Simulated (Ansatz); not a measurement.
# S2: the cost of one run

Program: the Python package of Ansatz 0.2.0. The levels of theory stand in the script. These are calculated values, not measurements.

### 1 Starting point

Bond lengths: S1–S2 2.054 Å.

No structure file is read: the coordinates are typed or built in the script.

### 2 The code

composite_s2.py reads:

```python
"""Relax S2 cheaply, then refine its energy."""

import warnings

import ansatz as az
import numpy as np

SETTINGS = {
    "basis": "def2-SVP",
    "functional": "b3lyp",
}

GEOMETRY = """
S     1.02700    0.00000    0.00000
S    -1.02700    0.00000    0.00000
"""

warnings.simplefilter("ignore", az.DeckWarning)

geometry = az.Crystal.molecule()
for line in GEOMETRY.strip().splitlines():
    symbol, *xyz = line.split()
    geometry = geometry.atom(symbol, [float(v) for v in xyz])

calc = (
    geometry.calculation()
    .basis(gaussian=SETTINGS["basis"])  # the orbital basis, by name
    .functional(SETTINGS["functional"])
    .spin("collinear", total=2)  # spin-polarised run
    .accuracy("medium")
)
symbols = [site.symbol for site in geometry.cartesian_sites]
start = np.array([site.position_ang for site in geometry.cartesian_sites], dtype=float)
report = calc.relax(force_tolerance=0.01).run(threads=1, pin="off").report
end = np.array(report["positions_ang"])
print("final positions (A) and the move of each atom")
for symbol, xyz, old in zip(symbols, end, start):
    print(f"{symbol:2s} {xyz[0]:10.5f} {xyz[1]:10.5f} {xyz[2]:10.5f}   {np.linalg.norm(xyz - old):7.4f}")

minimum = az.Crystal.molecule()
for symbol, place in zip(symbols, end):
    minimum = minimum.atom(symbol, place.tolist())
at_minimum = minimum.calculation().spin("collinear", total=2)
# MP2 extrapolated to the basis limit, plus the small-basis difference CCSD(T) - MP2
level = lambda method, basis: at_minimum.basis(gaussian=basis).correlation(method).run(threads=1, pin="off").report
small, large, cluster = level("mp2", "cc-pVDZ"), level("mp2", "cc-pVTZ"), level("ccsd_t", "cc-pVDZ")
corr = lambda each: (each["free_energy_ev"] - each["reference_energy_ev"]) / 27.211386246
mp2_limit = (27 * corr(large) - 8 * corr(small)) / 19
pieces = {"HF / cc-pVTZ": large["reference_energy_ev"] / 27.211386246, "MP2 correlation, DZ-TZ limit": mp2_limit, "CCSD(T) - MP2 / cc-pVDZ": corr(cluster) - corr(small)}
for name, value in pieces.items():
    print(f"{name:32s} {value:14.6f} Ha")
print(f"{'sum':32s} {sum(pieces.values()):14.6f} Ha")
print("T1 diagnostic", round(cluster["correlation"]["coupled_cluster"]["t1_diagnostic"], 4))
```

### 3 The input behind the calls

The package turns the script's settings into the engine's input (first run):

```yaml
crystal:
  periodic: [false, false, false]
  atoms:
    - { symbol: S, position_ang: [1.027, 0.0, 0.0] }
    - { symbol: S, position_ang: [-1.027, 0.0, 0.0] }
accuracy: medium
basis:
  gaussian:
    orbitals: def2-SVP
hamiltonian:
  xc: b3lyp
magnetization:
  spin_polarized: true
  initial_magnetization: 2.0
relax:
  f_tol: 0.01
```

### 4 Launch

Run with:

```bash
python composite_s2.py
```

What time and memory should one allow on 1 thread of Intel Xeon Platinum 8259CL at 2.50GHz (Skylake/Cascade Lake), shared host?

About 10 s, with a peak of 0.19 GiB.
